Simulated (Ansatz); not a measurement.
A calculation with Ansatz (development build ahead of 0.2.0).

```yaml
crystal:
  periodic: [false, false, false]
  atoms:
    - { symbol: C, position_ang: [0.12085, -0.9158, -0.66285] }
    - { symbol: Cl, position_ang: [-0.08553, 0.55374, 0.36692] }
    - { symbol: H, position_ang: [0.04093, -0.59919, -1.70434] }
    - { symbol: H, position_ang: [1.06958, -1.35615, -0.42798] }
    - { symbol: H, position_ang: [-0.72262, -1.56974, -0.48772] }
basis:
  gaussian: { orbitals: def2-SVP }
total_charge: 1
magnetization:
  spin_polarized: true
  initial_magnetization: 1
hamiltonian:
  xc: hf
output:
  forces: true
```

The input is written out in the form of the current development build from the run's settings.

Output:

* Converged: yes
* Total energy: -498.55588 hartree
* Spin squared of the determinant: 0.758
* Stability test: minimum

Forces (eV/Å):
```tsv
atom	Fx	Fy	Fz
C1	-0.152	-0.582	-0.888
Cl2	-0.124	0.145	0.024
H3	0.161	0.491	0.110
H4	0.425	-0.051	0.223
H5	-0.311	-0.003	0.531
```
